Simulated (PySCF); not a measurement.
Ligands exchanged one at a time, Al F-H. Gas-phase values, no solvent. Strings in code marks are SMILES.

All values below come from ωB97X-D3(BJ)/def2-TZVP // B3LYP-D3(BJ)/def2-TZVP (PySCF). 

```
species                               HOMO–LUMO gap (eV)  dipole moment (D)
------------------------------------  ------------------  -----------------
0 of 3 F replaced by H                             14.81               0.00
1 of 3 F replaced by H                             13.71               1.34
2 of 3 F replaced by H (`[F][AlH2]`)               11.84               1.37
3 of 3 F replaced by H                             11.25               0.00
```
